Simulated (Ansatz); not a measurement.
Structure relaxation of RbBiAs

These are results of Ansatz 0.2.0, DFT PBE, scalar-relativistic, plane waves, PAW, not measurements. Cutoff 420 eV, Γ-centred k mesh, Gaussian smearing, no spin polarisation in the final step.

RbBiAs was placed on the sites of a reported LaSF cell (P4/nmm, No. 129), with Rb in place of La, Bi in place of S, As in place of F, at a guessed volume.

```xyz
6
Lattice="4.5952 0.0000 0.0000 0.0000 4.5952 0.0000 0.0000 0.0000 7.9280" Properties=species:S:1:pos:R:3 pbc="T T T"
Rb    2.2976    0.0000    1.8274
Rb    0.0000    2.2976    6.1006
Bi    2.2976    0.0000    5.1373
Bi    0.0000    2.2976    2.7906
As    0.0000    0.0000    0.0000
As    2.2976    2.2976    0.0000
```

Steps on the 4×4×2 mesh (6 atoms). 12 of 15 steps are shown, and the free energy counts from the last. Trial steps that were taken back and renewals of the plane-wave basis can be among the rows.

```tsv
step	ΔF (meV/atom)	V (Å³/atom)	P (GPa)	largest force component (eV/Å)
1	904.4	27.90	7.57	1.266
2	749.5	31.47	1.97	0.777
4	570.0	34.72	-0.19	1.335
5	464.2	35.04	0.00	1.484
6	350.9	35.12	0.45	1.496
7	227.5	36.02	0.35	1.521
9	73.6	41.40	-2.34	0.980
10	21.1	39.93	-0.36	0.158
11	17.5	38.82	0.20	0.101
12	16.5	38.68	0.04	0.004
14	0.1	39.60	0.18	0.013
15	0.0	39.60	0.17	0.012
```

Steps on the 8×8×6 mesh (6 atoms). 5 of 6 steps are shown, and the free energy counts from the last.

```csv
step,ΔF (meV/atom),V (Å³/atom),P (GPa),largest force component (eV/Å)
1,6.6,39.60,0.21,0.177
2,1.4,40.03,0.01,0.061
3,0.7,40.00,-0.16,0.016
4,0.1,39.58,-0.10,0.009
6,0.0,39.30,0.02,0.004
```

A final relaxation ran on a 8×8×6 mesh. The relaxed crystal, P4/nmm (No. 129):

```
Rb Bi As
1.0
     5.52175    0.00000    0.00000
     0.00000    5.52175    0.00000
     0.00000    0.00000    7.73438
Rb Bi As
2 2 2
Direct
  0.50000 0.00000 0.32452
  0.00000 0.50000 0.67548
  0.50000 0.00000 0.85630
  0.00000 0.50000 0.14370
  0.00000 0.00000 0.00000
  0.50000 0.50000 0.00000
```

| Item | Value |
| --- | --- |
| Volume per atom | 39.30 Å³ |
| Density | 5.20 g/cm³ |
| Energy over the elements | -0.21 eV/atom |
| Gap on the 8×8×6 mesh | 0 eV (a metal) |

Energies over the elements count from the elements' standard structures at the same level, with no empirical corrections.

The final run used a 8×8×6 mesh on its 6-atom cell and 0.10 eV smearing. The k mesh leaves about 4 meV/atom of noise in metals. Spin–orbit coupling is left out.

A structure relaxed within its symmetry needn't be a true minimum.

Cost: 3 runs of about 13 core-minutes in all, on Intel Xeon Processor @ 2.50GHz (Skylake/Cascade Lake) (shared hosts).